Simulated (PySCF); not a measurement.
Simulated outer-valence photoelectron spectrum of `C=COC(F)F`. Method used: EOM-IP-CCSD/aug-cc-pVDZ in PySCF, restricted Hartree–Fock reference, 6 core orbitals frozen, non-relativistic, gas phase, PBE0-D3(BJ)/def2-SVP geometry.

Each root has a Gaussian of 0.8 eV full width with its one-hole share as area; cross sections and vibrations are left out, and the highest printed point is 100.

```
ionisation energy (eV)  intensity
                   8.8          0
                   9.0          1
                   9.2          3
                   9.4         11
                   9.6         26
                   9.8         42
                  10.0         50
                  10.2         41
                  10.4         24
                  10.6         10
                  10.8          3
                  11.0          1
                  11.2          0
                  11.4          0
                  11.6          0
                  11.8          0
                  12.0          0
                  12.2          2
                  12.4          7
                  12.6         19
                  12.8         39
                  13.0         58
                  13.2         71
                  13.4         78
                  13.6         83
                  13.8         84
                  14.0         76
                  14.2         62
                  14.4         49
                  14.6         54
                  14.8         78
                  15.0        100
                  15.2        100
                  15.4         84
                  15.6         76
                  15.8         83
                  16.0         89
                  16.2         79
                  16.4         55
                  16.6         29
                  16.8         11
                  17.0          3
                  17.2          1
```

Q: Where are the maxima, and how many lines lie under the curve?

A: 4 maxima, at 10.0, 13.7, 15.1 and 16.0 eV, from 8 lines. At this width some lines have no maximum of their own.

Q: List the lines with their holes.

A: 
```csv
E (eV),leading hole (HF orbital),area,Koopmans (eV)
9.99,HOMO,0.96,10.25
13.07,HOMO-1,0.95,14.70
13.62,HOMO-3,0.95,15.46
14.07,HOMO-2,0.95,15.30
15.06,HOMO-5,0.95,17.56
15.07,HOMO-4,0.95,17.20
15.86,HOMO-6,0.95,18.23
16.20,HOMO-7,0.95,18.55
```

The widest gap, 3.08 eV, lies between 9.99 and 13.07 eV. Only orbitals with −ε under 21 eV, eight at most, were ionised, so the high end of the curve may lack lines.

Shape of the structure used: `[CH2:1]=[CH:2][O:3][CH:4]([F:5])[F:6]`: C1–C2–O3–C4 16°, C2–O3–C4–F5 166°.

One conformer stands for the species.
